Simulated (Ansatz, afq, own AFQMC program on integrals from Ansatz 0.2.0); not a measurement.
Integrals from Ansatz 0.2.0, then the random walk in our own AFQMC program (afq).

```yaml
crystal:
  periodic: [false, false, false]
  atoms:
    - {symbol: V, position_ang: [0.000000, 0.000000, 0.498871]}
    - {symbol: N, position_ang: [0.000000, 0.000000, -1.510129]}
    - {symbol: H, position_ang: [0.000000, 0.825854, -2.113881]}
    - {symbol: H, position_ang: [0.000000, -0.825854, -2.113881]}
basis:
  gaussian: {orbitals: def2-SVP}
total_charge: 1
magnetization: {spin_polarized: true, initial_magnetization: 5}
correlation: {method: ccsd_t, electrons: outside_noble_gas, hamiltonian_folder: ham}
```

```sh
$ ansatz run in.yaml --threads 1 --pin off --events-out ev --progress --plain --max-ram 24576MiB --backend cuda --devices 0, --max-vram 18GiB
```

Options of the walk:

```
--method free --trial cisd --walkers 4000 --time-step 0.03 --max-blocks 4000 --target-error 0.0004 --factor-cut 1e-05 --seed 6199 --times 0,0.21,0.42,0.81,1.2,1.8,2.4,3 --taylor-order 8
```

Times are imaginary, in 1/Eh. The walk had a cap of 71 s.

afq prints:

```
orbitals 45  electrons 8 3  factors 387 of 598
reference energy -998.10876942 Eh
CCSD correlation -0.19694892 Eh in 15 cycles, weight of the determinant in the CISD state 0.8819
repeat  energy at the last time / Eh  error
    10  -998.310129  0.000200
    20  -998.310228  0.000124
time / (1/Eh)  energy / Eh  error  mean overlap
  0.00  -998.305747  0.000048  1.1340
  0.21  -998.308262  0.000050  1.1322
  0.42  -998.309145  0.000041  1.1324
  0.81  -998.309810  0.000057  1.1310
  1.20  -998.310048  0.000064  1.1298
  1.80  -998.310174  0.000065  1.1304
  2.40  -998.310253  0.000124  1.1266
  3.00  -998.310166  0.000125  1.1329
energy -998.310166 +/- 0.000125 Eh
```

The run passed its tests (error under three times the target), which doesn't prove that it has relaxed, ending at its cap on processor time.

Against this walk (error 3.4 meV) on the same determinant: CCSD(T) 22.0 meV higher, CCSDT(Q) 2.3 meV lower (within the noise). The error is statistical, and a free projection of finite length keeps a remainder of its start.

Cautions: remainder of the start not in the error; no relativity below Rb; outer-core shells of the metal frozen; lower spins were not checked; higher spins were not checked; strong correlation (T1 0.051, weight of the determinant 0.88, largest double 0.04).

The walk took 74 s on 1 × NVIDIA H100 80GB HBM3 with 2 threads of AMD EPYC 7R13 Processor (Zen 3) (shared host) (the card was shared). The log's last line is the free-projection energy.

CCSDT and higher add their correlation energy to the determinant of the CCSD(T) run, since their own runs factorise the integrals more tightly (a shift of under 2 meV). A walk keeps the symmetry of its determinant, which the program's search chose and which needn't be the lowest solution, so a lower state of the same spin and another symmetry isn't excluded.
